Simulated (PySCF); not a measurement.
C3H7, SMILES C[CH]C, multiplicity 2.

Geometry optimised at PBE0-D3(BJ)/def2-TZVP. The isomer is the one that the SMILES or the coordinates give; other isomers of the formula were not compared.

Computed with PBE0-D3(BJ)/def2-TZVP run with PySCF 2.14.0.

Frequencies are harmonic and unscaled.

```json
[
 {"mode": "1", "ν (cm⁻¹)": "113", "IR (km/mol)": "0.0", "moving atoms (share of kinetic energy)": "H 98 %"},
 {"mode": "2", "ν (cm⁻¹)": "120", "IR (km/mol)": "0.9", "moving atoms (share of kinetic energy)": "H 88 %, C 12 %"},
 {"mode": "3", "ν (cm⁻¹)": "351", "IR (km/mol)": "14.3", "moving atoms (share of kinetic energy)": "H 58 %, C 42 %"},
 {"mode": "4", "ν (cm⁻¹)": "393", "IR (km/mol)": "14.0", "moving atoms (share of kinetic energy)": "H 62 %, C 38 %"},
 {"mode": "5", "ν (cm⁻¹)": "904", "IR (km/mol)": "2.2", "moving atoms (share of kinetic energy)": "C 65 %, H 35 %"},
 {"mode": "6", "ν (cm⁻¹)": "934", "IR (km/mol)": "0.0", "moving atoms (share of kinetic energy)": "H 83 %, C 17 %"},
 {"mode": "7", "ν (cm⁻¹)": "940", "IR (km/mol)": "1.1", "moving atoms (share of kinetic energy)": "H 83 %, C 17 %"},
 {"mode": "8", "ν (cm⁻¹)": "1023", "IR (km/mol)": "0.0", "moving atoms (share of kinetic energy)": "H 67 %, C 33 %"},
 {"mode": "9", "ν (cm⁻¹)": "1164", "IR (km/mol)": "0.1", "moving atoms (share of kinetic energy)": "H 51 %, C 49 %"},
 {"mode": "10", "ν (cm⁻¹)": "1179", "IR (km/mol)": "2.6", "moving atoms (share of kinetic energy)": "C 52 %, H 48 %"},
 {"mode": "11", "ν (cm⁻¹)": "1361", "IR (km/mol)": "0.6", "moving atoms (share of kinetic energy)": "H 78 %, C 22 %"},
 {"mode": "12", "ν (cm⁻¹)": "1402", "IR (km/mol)": "5.5", "moving atoms (share of kinetic energy)": "H 81 %, C 19 %"},
 {"mode": "13", "ν (cm⁻¹)": "1411", "IR (km/mol)": "10.4", "moving atoms (share of kinetic energy)": "H 57 %, C 43 %"},
 {"mode": "14", "ν (cm⁻¹)": "1459", "IR (km/mol)": "1.7", "moving atoms (share of kinetic energy)": "H 92 %"},
 {"mode": "15", "ν (cm⁻¹)": "1469", "IR (km/mol)": "0.8", "moving atoms (share of kinetic energy)": "H 95 %"},
 {"mode": "16", "ν (cm⁻¹)": "1470", "IR (km/mol)": "17.6", "moving atoms (share of kinetic energy)": "H 96 %"},
 {"mode": "17", "ν (cm⁻¹)": "1483", "IR (km/mol)": "5.4", "moving atoms (share of kinetic energy)": "H 95 %"},
 {"mode": "18", "ν (cm⁻¹)": "2968", "IR (km/mol)": "25.7", "moving atoms (share of kinetic energy)": "H 95 %"},
 {"mode": "19", "ν (cm⁻¹)": "2972", "IR (km/mol)": "43.6", "moving atoms (share of kinetic energy)": "H 95 %"},
 {"mode": "20", "ν (cm⁻¹)": "3045", "IR (km/mol)": "44.0", "moving atoms (share of kinetic energy)": "H 93 %"},
 {"mode": "21", "ν (cm⁻¹)": "3045", "IR (km/mol)": "5.8", "moving atoms (share of kinetic energy)": "H 93 %"},
 {"mode": "22", "ν (cm⁻¹)": "3118", "IR (km/mol)": "14.3", "moving atoms (share of kinetic energy)": "H 91 %, C 9 %"},
 {"mode": "23", "ν (cm⁻¹)": "3120", "IR (km/mol)": "23.4", "moving atoms (share of kinetic energy)": "H 91 %, C 9 %"},
 {"mode": "24", "ν (cm⁻¹)": "3193", "IR (km/mol)": "22.4", "moving atoms (share of kinetic energy)": "H 92 %, C 8 %"}
]
```
